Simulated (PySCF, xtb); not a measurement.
hydrogen cyanide (CHN), SMILES C#N.

Harmonic wavenumbers (cm⁻¹) from GFN2-xTB in xtb at its own minimum, in rising order: 779, 779, 2295, 3282.

Q: What does ωB97X-D3(BJ)/def2-TZVPD (PySCF) give at its own minimum? (Estimate from the structure and the level; the computed values follow.)

A: 781, 781, 2239, 3460. Paired by order, the mean absolute difference is 59 cm⁻¹ and the zero-point energies are 10.2 and 10.4 kcal/mol.
